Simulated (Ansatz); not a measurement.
A nudged elastic band was laid between two geometries of AlH₅S (7 atoms, charge 0, multiplicity 1).

Theory: RKS PBE0-D4/cc-pVDZ (Ansatz).

```
movable images  : 5
climbing image  : yes
spring          : 5.0 eV/Å²
optimiser       : quadratic models (default)
start path      : straight line
force threshold : 0.03 eV/Å
iteration limit : 60
end points      : relaxed
```

Image 0:

```xyz
7
Properties=species:S:1:pos:R:3
Al -0.049 0.073 -0.010
H -0.583 0.534 1.432
H 1.511 0.243 -0.341
H -1.101 -0.050 -1.214
S 0.085 -2.462 0.471
H -1.118 -2.597 1.083
H 0.754 -2.384 1.649
```

Image 6:

```xyz
7
Properties=species:S:1:pos:R:3
Al 0.134 -0.654 -0.247
H -0.045 0.264 1.998
H 1.514 0.123 -0.340
H -1.293 -0.009 -0.516
S 0.267 -2.843 0.063
H -1.074 -3.033 -0.007
H -0.003 -0.492 2.119
```

(1) Which bonds break or form, and what moves?

(2) Give the energies along the band, and the barrier.

(3) What is the geometry of the highest image?

## Answers

(1) Bonds broken: Al1–H2, S5–H7. Bonds formed: H2–H7. AlH5S becomes AlH3S + H2.

(2) The forces met the threshold. The highest image is number 3 of 0 to 6, 0.47 eV above the first end and 0.93 eV above the last; the last end lies 0.45 eV below the first. Another band between the same ends (5 images) ends at a top of the same energy, where a vibrational analysis finds 1 clearly imaginary mode. The orbitals stay closed-shell, which can raise the energy where a bond breaks towards radicals; this wasn't checked here.

```json
{"image": "0", "path coordinate (Å)": "0.00", "energy (eV)": "0.00", "Al1–H2 (Å)": "1.61", "S5–H7 (Å)": "1.36", "H2–H7 (Å)": "3.22"}
{"image": "1", "path coordinate (Å)": "0.71", "energy (eV)": "0.02", "Al1–H2 (Å)": "1.61", "S5–H7 (Å)": "1.35", "H2–H7 (Å)": "2.88"}
{"image": "2", "path coordinate (Å)": "1.42", "energy (eV)": "0.16", "Al1–H2 (Å)": "1.62", "S5–H7 (Å)": "1.36", "H2–H7 (Å)": "2.03"}
{"image": "3", "path coordinate (Å)": "2.14", "energy (eV)": "0.47", "Al1–H2 (Å)": "1.72", "S5–H7 (Å)": "1.60", "H2–H7 (Å)": "1.16"}
{"image": "4", "path coordinate (Å)": "2.69", "energy (eV)": "-0.11", "Al1–H2 (Å)": "2.00", "S5–H7 (Å)": "2.18", "H2–H7 (Å)": "0.81"}
{"image": "5", "path coordinate (Å)": "3.25", "energy (eV)": "-0.41", "Al1–H2 (Å)": "2.28", "S5–H7 (Å)": "2.71", "H2–H7 (Å)": "0.77"}
{"image": "6", "path coordinate (Å)": "3.80", "energy (eV)": "-0.45", "Al1–H2 (Å)": "2.43", "S5–H7 (Å)": "3.13", "H2–H7 (Å)": "0.77"}
```

(3) 
```xyz
7
Properties=species:S:1:pos:R:3
Al 0.123 -0.204 -0.028
H -0.087 -0.152 1.675
H 1.603 0.232 -0.397
H -1.241 0.113 -0.778
S 0.209 -2.588 0.579
H -1.137 -2.744 0.509
H 0.029 -1.300 1.510
```

Run time: 100 s on 1 thread of Arm Neoverse V1, with other jobs on the host, peak memory 0.12 GiB.
